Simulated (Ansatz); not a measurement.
Molecule: C$_{2}$H$_{6}$N, charge -1, multiplicity 1. It need not be the lowest isomer of its formula. Whether it binds its extra electron was not tested at this geometry. SMILES: [CH2-]NC
Structure (B3LYP-D3(BJ)/def2-TZVP (Ansatz, an electronic-structure program) minimum search):
```xyz
9

C     -0.2459    -0.3411     1.2284
N     -0.1893     0.5091     0.0233
C      0.2439    -0.2186    -1.1473
H      0.7594    -0.4061     1.7078
H     -0.9084     0.1466     1.9644
H      0.4219     1.3325     0.1001
H      1.2326    -0.7173    -1.0449
H      0.3062     0.4565    -2.0215
H     -0.4753    -1.0178    -1.3552
```
Charge -1, spin multiplicity 1.

Parts of the frozen-core correlation energy in 6-31G (Ansatz, hartree). Frozen orbitals: 3; correlated occupied orbitals by spin: 10 and 10; virtual: 26 and 26. Spin-orbit coupling is left out. Non-relativistic.

```json
[
 {"term": "reference (HF)", "value": "-133.45887"},
 {"term": "MP2 opposite-spin", "value": "…"},
 {"term": "MP2 same-spin", "value": "-0.06371"},
 {"term": "CCSD correlation", "value": "…"},
 {"term": "(T)", "value": "…"},
 {"term": "T1 diagnostic", "value": "0.011"},
 {"term": "largest doubles amplitude", "value": "0.043"}
]
```

Problem. Some entries are withheld; supply them.

Solution. 
- MP2 opposite-spin, value: -0.23169
- CCSD correlation, value: -0.33052
- (T), value: -0.00743
